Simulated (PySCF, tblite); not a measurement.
# C2H8N2: changes of charge, electronic excitations, EPR parameters

Wanted: changes of charge, electronic excitations, EPR parameters for C2H8N2 (`NCCN`).

Programs: tblite 0.8.0 and PySCF 2.14.0, with routines of our own; each step states its level. All values are computed. Atoms count from 0.

## 1. The starting structure

12 atoms, charge 0, multiplicity 1; geometry from: start built from the parent or by distance geometry.

## 2. Optimising the geometry with GFN2-xTB

What the job is given:

```
{"job": {"kind": "relax", "xc": "GFN2-xTB", "basis": "xTB"}, "charge": 0, "multiplicity": 1}
N      0.909300    -1.247100     0.461100
C      0.758700     0.221400     0.610000
C     -0.602200     0.721900     0.218000
N     -1.069300     0.163300    -1.078200
H      1.840500    -1.520700     0.720400
H      0.790300    -1.435500    -0.541800
H      0.960000     0.484000     1.667200
H      1.550000     0.707800     0.026700
H     -1.343100     0.467200     0.988100
H     -0.603400     1.818100     0.134700
H     -2.014600     0.482100    -1.263700
H     -1.174100    -0.863900    -0.906100
```

Run with:

```console
$ OMP_NUM_THREADS=1 python redox_run.py task.json out
```

One launch serves the whole session: the jobs run in the order shown.

Output:

```text
step      E/eV     max force
  0    -385.41211    1.430
  1    -385.47605    0.432
  2    -385.48673    0.315
  3    -385.50040    0.303
  4    -385.51075    0.282
  5    -385.51717    0.193
  6    -385.51981    0.127
  7    -385.52211    0.111
  8    -385.52382    0.105
  9    -385.52479    0.064
 10    -385.52540    0.070
 11    -385.52623    0.089
 12    -385.52773    0.142
 13    -385.52987    0.161
 14    -385.53196    0.123
 15    -385.53351    0.110
 16    -385.53489    0.097
 17    -385.53645    0.132
 18    -385.53821    0.120
 19    -385.53979    0.096
 20    -385.54088    0.077
 21    -385.54164    0.077
 22    -385.54233    0.088
 23    -385.54295    0.070
 24    -385.54352    0.063
 25    -385.54414    0.088
 26    -385.54502    0.135
 27    -385.54628    0.171
 28    -385.54792    0.162
 29    -385.54976    0.110
 30    -385.55150    0.112
 31    -385.55281    0.097
 32    -385.55369    0.100
 33    -385.55440    0.070
 34    -385.55512    0.086
 35    -385.55584    0.085
 36    -385.55650    0.067
 37    -385.55708    0.062
 38    -385.55765    0.086
 39    -385.55825    0.088
 40    -385.55874    0.073
 41    -385.55907    0.059
 42    -385.55938    0.058
 43    -385.55972    0.066
 44    -385.56021    0.047
 45    -385.56048    0.041
 46    -385.56071    0.029
 47    -385.56083    0.029
 48    -385.56094    0.027
 49    -385.56109    0.038
 50    -385.56127    0.037
 51    -385.56149    0.042
 52    -385.56168    0.042
 53    -385.56187    0.036
 54    -385.56203    0.027
 55    -385.56211    0.018
 56    -385.56214    0.012
 57    -385.56215    0.007
```

It took 0.32 s on 1 thread of Arm Neoverse V1, shared host.

The steps of the relaxation: (not every step is listed)

| step | energy from step 0 (eV) | largest force (eV/Å) |
| --- | --- | --- |
| 0 | 0.0000 | 1.4296 |
| 1 | -0.0639 | 0.4319 |
| 2 | -0.0746 | 0.3150 |
| 3 | -0.0883 | 0.3031 |
| 4 | -0.0986 | 0.2819 |
| 5 | -0.1051 | 0.1929 |
| 6 | -0.1077 | 0.1274 |
| 7 | -0.1100 | 0.1115 |
| 8 | -0.1117 | 0.1049 |
| 12 | -0.1156 | 0.1419 |
| 16 | -0.1228 | 0.0970 |
| 20 | -0.1288 | 0.0767 |
| 24 | -0.1314 | 0.0631 |
| 28 | -0.1358 | 0.1624 |
| 32 | -0.1416 | 0.0995 |
| 36 | -0.1444 | 0.0672 |
| 40 | -0.1466 | 0.0732 |
| 44 | -0.1481 | 0.0467 |
| 48 | -0.1488 | 0.0266 |
| 52 | -0.1496 | 0.0419 |
| 53 | -0.1498 | 0.0364 |
| 54 | -0.1499 | 0.0272 |
| 55 | -0.1500 | 0.0179 |
| 56 | -0.1500 | 0.0117 |
| 57 | -0.1500 | 0.0071 |

Close pairs (by a distance rule), those that changed most:

| bond | before (Å) | after (Å) | change (Å) |
| --- | --- | --- | --- |
| N3–H11 | 1.047 | 1.015 | -0.032 |
| C2–N3 | 1.487 | 1.457 | -0.030 |
| C1–C2 | 1.502 | 1.530 | +0.028 |
| N0–C1 | 1.484 | 1.457 | -0.027 |
| C1–H6 | 1.108 | 1.093 | -0.015 |
| N0–H5 | 1.027 | 1.015 | -0.012 |
| N0–H4 | 1.005 | 1.014 | +0.010 |
| C2–H9 | 1.099 | 1.093 | -0.006 |

The final coordinates are the input of the step that follows.

## 3. Harmonic vibrations with GFN2-xTB

What the job is given:

```
{"job": {"kind": "ir", "xc": "GFN2-xTB", "basis": "xTB"}, "charge": 0, "multiplicity": 1}
N      0.903577    -1.221411     0.620779
C      0.793881     0.228004     0.523183
C     -0.655964     0.642084     0.264332
N     -1.048596     0.304447    -1.097179
H      1.847070    -1.479682     0.888463
H      0.723218    -1.642505    -0.284962
H      1.109139     0.645814     1.482946
H      1.423969     0.660075    -0.269981
H     -1.291210     0.170596     1.030319
H     -0.733659     1.727346     0.370751
H     -1.974875     0.668159    -1.293022
H     -1.094154    -0.704298    -1.199423
```

Output:

```text
mode    cm-1     km/mol
  1     105.1     10.06
  2     238.3     90.63
  3     278.6     22.99
  4     341.4      0.87
  5     447.0      4.44
  6     850.9      8.02
  7     869.3     10.94
  8     920.0     18.67
  9     952.0    246.50
 10    1071.3     11.83
 11    1076.5     17.22
 12    1127.7      4.19
 13    1155.0      7.29
 14    1192.8     41.09
 15    1260.3     36.35
 16    1298.3      7.02
 17    1350.6     19.19
 18    1376.5      5.63
 19    1469.6      1.29
 20    1471.8      1.49
 21    1558.0     30.37
 22    1579.2     31.71
 23    2844.5      4.34
 24    2860.0    184.48
 25    2962.4     14.08
 26    2969.6     82.11
 27    3388.4      6.20
 28    3389.3     12.47
 29    3415.8     18.48
 30    3418.0      3.79
ZPE 282.547  H(298)-E 299.572  G(298)-E 211.345 kJ/mol  S 295.91 J/(mol K)
```

Wall time 0.36 s (1 thread of Arm Neoverse V1, shared host).

Which atoms move in the most intense modes:

| cm⁻¹ | km/mol | atoms |
| --- | --- | --- |
| 238 | 90.6 | H4 27 %, H10 26 %, H5 20 %, H11 20 % |
| 952 | 246.5 | H5 15 %, H11 15 %, H4 12 %, H10 12 % |
| 1193 | 41.1 | C2 14 %, C1 14 %, H8 11 %, H7 10 % |
| 1260 | 36.4 | H7 20 %, H8 20 % |
| 1558 | 30.4 | H10 23 %, H11 23 %, H4 22 %, H5 22 % |
| 1579 | 31.7 | H5 24 %, H11 23 %, H4 22 %, H10 21 % |
| 2860 | 184.5 | H8 49 %, H7 43 % |
| 2970 | 82.1 | H6 46 %, H9 46 % |

## 4. Optimising the geometry at PBE0-D3(BJ)/def2-SVP

The job, as its differences from that of step 3:

```diff
@@ -1,2 +1,2 @@
-{"job": {"kind": "ir", "xc": "GFN2-xTB", "basis": "xTB"}, "charge": 0, "multiplicity": 1}
+{"job": {"xc": "PBE0", "basis": "def2-SVP", "d3": "d3bj", "grid": 1, "kind": "geom"}, "charge": 0, "multiplicity": 1}
 N      0.903577    -1.221411     0.620779
```

Output:

```text
step   0  E = -190.15657574  max force = 0.011415
step   1  E = -190.15831122  max force = 0.003031
step   2  E = -190.15851546  max force = 0.001398
step   3  E = -190.15864614  max force = 0.000278
step   4  E = -190.15864951  max force = 0.000132
optimisation converged
```

Run time: 15 s. Hardware: 1 thread of Arm Neoverse V1, shared host.

Along the way:

```csv
step,energy from step 0 (eV),largest force component (eV/Å)
0,0.0000,0.5870
1,-0.0472,0.1559
2,-0.0528,0.0719
3,-0.0563,0.0143
4,-0.0564,0.0068
```

Distances of close pairs at the start and the end, largest changes first:

| bond | before (Å) | after (Å) | change (Å) |
| --- | --- | --- | --- |
| C1–C2 | 1.530 | 1.520 | -0.010 |
| C2–H9 | 1.093 | 1.103 | +0.009 |
| C1–H6 | 1.093 | 1.103 | +0.009 |
| C2–H8 | 1.101 | 1.110 | +0.009 |
| C1–H7 | 1.101 | 1.110 | +0.009 |
| N3–H11 | 1.015 | 1.019 | +0.004 |
| N0–C1 | 1.457 | 1.453 | -0.004 |
| C2–N3 | 1.457 | 1.453 | -0.004 |

The final coordinates are the input of the step that follows.

```csv
at the end point,value
point group (found at 0.08 Å tolerance),C2
"rotational constants (GHz, main isotopes)","14.385, 5.465, 4.411"
dipole moment (D),0.05
```

## 5. Harmonic vibrations (C₂H₈N₂): PBE0-D3(BJ)/def2-SVP

What the job is given:

```
{"job": {"xc": "PBE0", "basis": "def2-SVP", "d3": "d3bj", "grid": 2, "kind": "hessian"}, "charge": 0, "multiplicity": 1}
N      0.896445    -1.229704     0.433676
C      0.795859     0.216144     0.532547
C     -0.632504     0.667616     0.276638
N     -1.091908     0.187221    -1.014939
H      1.795126    -1.549378     0.786896
H      0.876433    -1.495951    -0.549734
H      1.082953     0.522637     1.552039
H      1.464139     0.758841    -0.168681
H     -1.262424     0.332530     1.127476
H     -0.657004     1.769980     0.273682
H     -1.970268     0.632647    -1.269204
H     -1.298770    -0.808004    -0.942187
```

Output:

```text
coarse grid: 9256 points
cycle   1  E = -190.0980353497  dE =  2.368e-01  |g| = 4.242e-01  |ddm| = 3.232e+00
cycle   2  E = -190.0832872461  dE =  1.475e-02  |g| = 5.075e-01  |ddm| = 9.277e-01
cycle   3  E = -190.1407953820  dE = -5.751e-02  |g| = 3.601e-02  |ddm| = 5.227e-01
cycle   4  E = -190.1410507209  dE = -2.553e-04  |g| = 1.024e-02  |ddm| = 4.083e-02
cycle   5  E = -190.1410714327  dE = -2.071e-05  |g| = 4.562e-03  |ddm| = 1.395e-02
cycle   6  E = -190.1410763876  dE = -4.955e-06  |g| = 4.419e-04  |ddm| = 4.283e-03
final grid: 87376 points
cycle   7  E = -190.1586487583  dE = -2.043e-05  |g| = 7.880e-03  |ddm| = 2.248e-02
cycle   8  E = -190.1586417934  dE =  6.965e-06  |g| = 9.693e-03  |ddm| = 1.725e-02
cycle   9  E = -190.1586638772  dE = -2.208e-05  |g| = 3.926e-04  |ddm| = 9.349e-03
cycle  10  E = -190.1586639070  dE = -2.985e-08  |g| = 1.671e-04  |ddm| = 4.969e-04
cycle  11  E = -190.1586639131  dE = -6.101e-09  |g| = 2.768e-05  |ddm| = 1.642e-04
cycle  12  E = -190.1586639133  dE = -1.760e-10  |g| = 3.825e-06  |ddm| = 3.815e-05
cycle  13  E = -190.1586639133  dE = -5.286e-12  |g| = 4.591e-07  |ddm| = 6.012e-06
converged SCF energy = -190.1586639133

mode    cm-1
  1     151.3
  2     177.7
  3     318.1
  4     376.7
  5     506.0
  6     852.6
  7     861.6
  8     879.6
  9     889.0
 10    1072.1
 11    1080.0
 12    1157.1
 13    1178.1
 14    1226.8
 15    1331.8
 16    1356.2
 17    1395.8
 18    1442.0
 19    1469.0
 20    1478.0
 21    1621.1
 22    1646.7
 23    2978.7
 24    2987.4
 25    3097.5
 26    3098.3
 27    3539.1
 28    3541.5
 29    3621.5
 30    3622.9
ZPE 292.812  H(298)-E 309.519  G(298)-E 221.951 kJ/mol  S 293.71 J/(mol K)
```

Run time: 3.6 min. Hardware: 1 thread of Arm Neoverse V1, shared host; peak memory 1.4 GiB.

Zero-point energy 292.81 kJ/mol (xTB gave 282.55).

## 6. Single point (C₂H₈N₂): PBE0-D3(BJ)/ma-def2-TZVP

Geometry: PBE0-D3(BJ)/def2-SVP.

The job, as its differences from that of step 5:

```diff
@@ -1,2 +1,2 @@
-{"job": {"xc": "PBE0", "basis": "def2-SVP", "d3": "d3bj", "grid": 2, "kind": "hessian"}, "charge": 0, "multiplicity": 1}
+{"job": {"kind": "sp", "xc": "PBE0", "basis": "ma-def2-TZVP", "d3": "d3bj", "grid": 2}, "charge": 0, "multiplicity": 1}
 N      0.896445    -1.229704     0.433676
```

Output:

```text
coarse grid: 9256 points
cycle   1  E = -190.3411174996  dE =  2.449e-01  |g| = 4.453e-01  |ddm| = 2.265e+00
cycle   2  E = -190.3082598034  dE =  3.286e-02  |g| = 6.039e-01  |ddm| = 1.190e+00
cycle   3  E = -190.3882164418  dE = -7.996e-02  |g| = 4.001e-02  |ddm| = 6.690e-01
cycle   4  E = -190.3885048183  dE = -2.884e-04  |g| = 1.475e-02  |ddm| = 5.450e-02
cycle   5  E = -190.3885483098  dE = -4.349e-05  |g| = 5.561e-03  |ddm| = 1.484e-02
cycle   6  E = -190.3885552689  dE = -6.959e-06  |g| = 6.995e-04  |ddm| = 4.532e-03
final grid: 87376 points
cycle   7  E = -190.3754746297  dE = -5.077e-05  |g| = 8.634e-03  |ddm| = 5.302e-02
cycle   8  E = -190.3754627300  dE =  1.190e-05  |g| = 1.132e-02  |ddm| = 1.570e-02
cycle   9  E = -190.3754915155  dE = -2.879e-05  |g| = 6.442e-04  |ddm| = 9.326e-03
cycle  10  E = -190.3754915885  dE = -7.304e-08  |g| = 2.792e-04  |ddm| = 7.359e-04
cycle  11  E = -190.3754916047  dE = -1.619e-08  |g| = 5.330e-05  |ddm| = 2.258e-04
cycle  12  E = -190.3754916053  dE = -6.385e-10  |g| = 7.684e-06  |ddm| = 7.814e-05
converged SCF energy = -190.3754916053
```

Run time: 10 s. Hardware: 1 thread of Arm Neoverse V1, shared host; peak memory 0.59 GiB.

Orbitals, density, ELF and potential are computed afterwards from the orbital file.

Frontier orbitals at PBE0/ma-def2-TZVP, with the share of their density that lies nearest to each atom:

| orbital | energy (eV) | lies on |
| --- | --- | --- |
| HOMO | -6.69 | N0, N3 about 29 % each; H7, H8 about 8 % each |
| LUMO | -0.01 | 4 H atoms about 14 % each; 4 H atoms about 9 % each |

ELF in a plane through or near 5 of the atoms.

Ten even steps from ' ' (0.00) to '@' (1.00):
```
                                                        
                                                        
                                                        
                ..++**==..        ....                  
              --%%@@@@@@++    ..==****--                
              **@@@@@@@@##    ::**####++::              
              **@@@@@@@@%%....==##%%##++::              
              ..++@@@@@@##++++==**##**::                
                  ==**++==%%##..--++--                  
        ..==++==--==****==####::::++--....::::          
        ++%%@@@@%%++++%%++::::==**##++++##%%##::        
      ..**@@@@@@@@::****++    ::++##**##%%%%%%--        
        --##%%%%##++**%%**    **@@@@##++++**++..        
          ::::::::++####++    %%@@@@@@--......          
                  --++**--    ##@@@@%%::                
                  ..----..    ==##%%**..                
                                ..::..                  
                                                        
                                                        
                                                        
```
The map spans 10.0 Å across and 8.1 Å up, centred on the molecule. Atoms in the plane (x, y in Å): N0 (-1.4, -0.7), C2 (0.7, 0.6), H4 (-2.4, -0.6), H6 (-1.2, 1.4), H11 (1.1, -1.4).

On the surface of density 0.002 e/bohr³ the electrostatic potential runs, from the 1st to the 99th percentile, from -1.68 V near N3 to 1.42 V near H4.

## 7. Single point (C2H8N2+ (doublet)): PBE0-D3(BJ)/ma-def2-TZVP

Geometry: PBE0-D3(BJ)/def2-SVP, that of another charge or spin state.

The job, as its differences from that of step 6:

```diff
@@ -1,2 +1,2 @@
-{"job": {"kind": "sp", "xc": "PBE0", "basis": "ma-def2-TZVP", "d3": "d3bj", "grid": 2}, "charge": 0, "multiplicity": 1}
+{"job": {"kind": "sp", "xc": "PBE0", "basis": "ma-def2-TZVP", "d3": "d3bj", "grid": 2}, "charge": 1, "multiplicity": 2}
 N      0.896445    -1.229704     0.433676
```

Output:

```text
final grid: 87376 points
cycle   1  E = -190.0516822597  dE =  6.910e-10  |g| = 4.309e-05  |ddm| = 5.277e-05
converged SCF energy = -190.0516822597
```

Run time: 34 s. Hardware: 1 thread of Arm Neoverse V1, shared host; peak memory 0.61 GiB.

## 8. Relaxing the molecule with GFN2-xTB

This step treats C₂H₈N₂+ (doublet), labelled `NCC[NH2+]` (the label fixes atoms and charge, not where charge and spin sit).

What the job is given:

```
{"job": {"kind": "relax", "xc": "GFN2-xTB", "basis": "xTB"}, "charge": 1, "multiplicity": 2}
N      0.912700    -1.235800     0.428400
C      0.785100     0.224800     0.509500
C     -0.615100     0.660000     0.279800
N     -1.094400     0.201800    -1.035500
H      1.791900    -1.553200     0.798200
H      0.865400    -1.497700    -0.558500
H      1.083400     0.528500     1.541000
H      1.475600     0.767900    -0.163700
H     -1.253400     0.325700     1.126200
H     -0.666400     1.767300     0.279000
H     -1.977200     0.628700    -1.276100
H     -1.307200    -0.814700    -0.942300
```

Output:

```text
step      E/eV     max force
  0    -372.29194    2.800
  1    -372.55139    1.508
  2    -372.64423    0.736
  3    -372.70688    0.571
  4    -372.74006    0.418
  5    -372.75109    0.399
  6    -372.76230    0.289
  7    -372.77344    0.225
  8    -372.78303    0.240
  9    -372.79049    0.204
 10    -372.79585    0.160
 11    -372.80003    0.151
 12    -372.80388    0.167
 13    -372.80798    0.152
 14    -372.81295    0.215
 15    -372.81923    0.240
 16    -372.82748    0.251
 17    -372.83915    0.335
 18    -372.85473    0.419
 19    -372.87379    0.395
 20    -372.86727    0.961
 21    -372.90103    0.859
 22    -372.91530    0.445
 23    -372.92959    0.307
 24    -372.95644    0.534
 25    -372.97166    0.481
 26    -372.99011    0.519
 27    -372.93787    1.453
 28    -373.00693    0.282
 29    -373.01109    0.129
 30    -373.01720    0.163
 31    -373.02045    0.186
 32    -373.02703    0.157
 33    -373.02871    0.076
 34    -373.02939    0.061
 35    -373.02993    0.058
 36    -373.03070    0.074
 37    -373.03174    0.084
 38    -373.03279    0.087
 39    -373.03368    0.089
 40    -373.03472    0.122
 41    -373.03643    0.182
 42    -373.03941    0.223
 43    -373.04388    0.221
 44    -373.04843    0.221
 45    -373.05219    0.180
 46    -373.05586    0.165
 47    -373.05809    0.106
 48    -373.05871    0.041
 49    -373.05887    0.034
 50    -373.05898    0.036
 51    -373.05910    0.039
 52    -373.05933    0.040
 53    -373.05953    0.047
 54    -373.05976    0.039
 55    -373.05998    0.033
 56    -373.06018    0.030
 57    -373.06030    0.025
 58    -373.06037    0.022
 59    -373.06044    0.020
 60    -373.06051    0.021
 61    -373.06057    0.018
 62    -373.06060    0.015
 63    -373.06062    0.013
 64    -373.06063    0.011
 65    -373.06065    0.009
```

Wall time 0.22 s (1 thread of Arm Neoverse V1, shared host).

Relaxation path: (not every step is listed)

```
step  energy from step 0 (eV)  largest force (eV/Å)
   0                   0.0000                2.8000
   1                  -0.2595                1.5077
   2                  -0.3523                0.7357
   3                  -0.4149                0.5705
   4                  -0.4481                0.4178
   5                  -0.4591                0.3993
   6                  -0.4704                0.2895
   7                  -0.4815                0.2250
   8                  -0.4911                0.2396
  13                  -0.5160                0.1522
  18                  -0.5628                0.4188
  23                  -0.6377                0.3071
  28                  -0.7150                0.2816
  33                  -0.7368                0.0757
  38                  -0.7408                0.0867
  43                  -0.7519                0.2215
  48                  -0.7668                0.0407
  53                  -0.7676                0.0466
  58                  -0.7684                0.0220
  60                  -0.7686                0.0214
  61                  -0.7686                0.0181
  62                  -0.7687                0.0152
  63                  -0.7687                0.0126
  64                  -0.7687                0.0112
  65                  -0.7687                0.0091
```

Close pairs (by a distance rule), those that changed most:

```
  bond  before (Å)  after (Å)  change (Å)
 C1–C2       1.484      1.652      +0.168
 C2–N3       1.473      1.377      -0.096
 N0–C1       1.468      1.377      -0.091
N3–H11       1.043      1.008      -0.035
 C1–H6       1.116      1.091      -0.025
 C2–H8       1.112      1.090      -0.021
 C2–H9       1.108      1.091      -0.017
 C1–H7       1.107      1.090      -0.017
```

The next job starts from the end point, and lists it.

## 9. Harmonic vibrations with GFN2-xTB

What the job is given:

```
{"job": {"kind": "ir", "xc": "GFN2-xTB", "basis": "xTB"}, "charge": 1, "multiplicity": 2}
N      1.225330    -1.066597     0.336663
C      0.888346     0.268492     0.342738
C     -0.741356     0.533596     0.398871
N     -1.385977     0.225763    -0.778144
H      1.214499    -1.600759     1.191520
H      1.309379    -1.583222    -0.524341
H      1.248865     0.761419     1.247188
H      1.239391     0.777055    -0.555475
H     -1.109803    -0.068787     1.229437
H     -0.810234     1.600261     0.617711
H     -1.352033     0.861142    -1.560090
H     -1.725933    -0.705156    -0.959923
```

Output:

```text
mode    cm-1     km/mol
  1     138.4      0.39
  2     286.0      0.93
  3     318.0     78.91
  4     353.3      1.02
  5     401.0    285.41
  6     451.3     40.31
  7     460.8    173.93
  8     689.1      0.15
  9     835.1     28.31
 10     862.0     15.84
 11     991.6      6.14
 12    1061.1      1.24
 13    1178.1      1.25
 14    1225.8     26.94
 15    1244.2      2.66
 16    1248.9      0.00
 17    1270.0     30.99
 18    1281.4      5.90
 19    1402.2     25.82
 20    1403.6     24.91
 21    1464.0     40.31
 22    1471.8     43.27
 23    2970.0     18.51
 24    2976.9      1.38
 25    2997.2      0.30
 26    3005.5      2.32
 27    3437.2    197.03
 28    3448.0     29.19
 29    3496.2     59.40
 30    3496.8     34.86
ZPE 274.337  H(298)-E 292.420  G(298)-E 201.291 kJ/mol  S 305.65 J/(mol K)
```

Run time: 0.22 s. Hardware: 1 thread of Arm Neoverse V1, shared host.

Which atoms move in the most intense modes:

| cm⁻¹ | km/mol | atoms |
| --- | --- | --- |
| 318 | 78.9 | H5 38 %, H11 34 % |
| 401 | 285.4 | H4 34 %, H10 30 % |
| 451 | 40.3 | H5 22 %, H11 20 %, N0 19 %, H4 19 % |
| 461 | 173.9 | N3 26 %, C1 16 %, C2 16 %, H10 14 % |
| 1464 | 40.3 | H4 16 %, H10 16 %, H11 15 %, H5 15 % |
| 1472 | 43.3 | H4 16 %, H10 16 %, H5 15 %, H11 15 % |
| 3437 | 197.0 | H10 26 %, H4 26 %, H5 22 %, H11 22 % |
| 3496 | 59.4 | H5 37 %, H4 31 %, H11 12 %, H10 10 % |

## 10. Geometry optimisation at PBE0-D3(BJ)/def2-SVP

This step treats C2H8N2+ (doublet), labelled `NCC[NH2+]` (the label fixes atoms and charge, not where charge and spin sit).

The job, as its differences from that of step 9:

```diff
@@ -1,2 +1,2 @@
-{"job": {"kind": "ir", "xc": "GFN2-xTB", "basis": "xTB"}, "charge": 1, "multiplicity": 2}
+{"job": {"xc": "PBE0", "basis": "def2-SVP", "d3": "d3bj", "grid": 1, "kind": "geom"}, "charge": 1, "multiplicity": 2}
 N      1.225330    -1.066597     0.336663
```

Output:

```text
step   0  E = -189.87577576  max force = 0.011170
step   1  E = -189.87760003  max force = 0.003584
step   2  E = -189.87773927  max force = 0.000878
step   3  E = -189.87775225  max force = 0.000220
optimisation converged
```

Run time: 18 s. Hardware: 1 thread of Arm Neoverse V1, shared host.

The steps of the relaxation:

```csv
step,energy from step 0 (eV),largest force component (eV/Å)
0,0.0000,0.5744
1,-0.0496,0.1843
2,-0.0534,0.0451
3,-0.0538,0.0113
```

Close pairs (by a distance rule), those that changed most:

| bond | before (Å) | after (Å) | change (Å) |
| --- | --- | --- | --- |
| C1–C2 | 1.652 | 1.733 | +0.081 |
| N0–C1 | 1.377 | 1.364 | -0.013 |
| C2–N3 | 1.377 | 1.364 | -0.013 |
| C2–H9 | 1.091 | 1.099 | +0.008 |
| C1–H6 | 1.091 | 1.099 | +0.008 |
| C2–H8 | 1.090 | 1.097 | +0.007 |
| N3–H11 | 1.008 | 1.015 | +0.007 |
| C1–H7 | 1.090 | 1.098 | +0.007 |

The final coordinates are the input of the step that follows.

| at the end point | value |
| --- | --- |
| point group (found at 0.08 Å tolerance) | C2 |
| rotational constants (GHz, main isotopes) | 16.002, 4.390, 3.939 |
| ⟨S²⟩ | 0.756 |

[end of part 1 of 2]
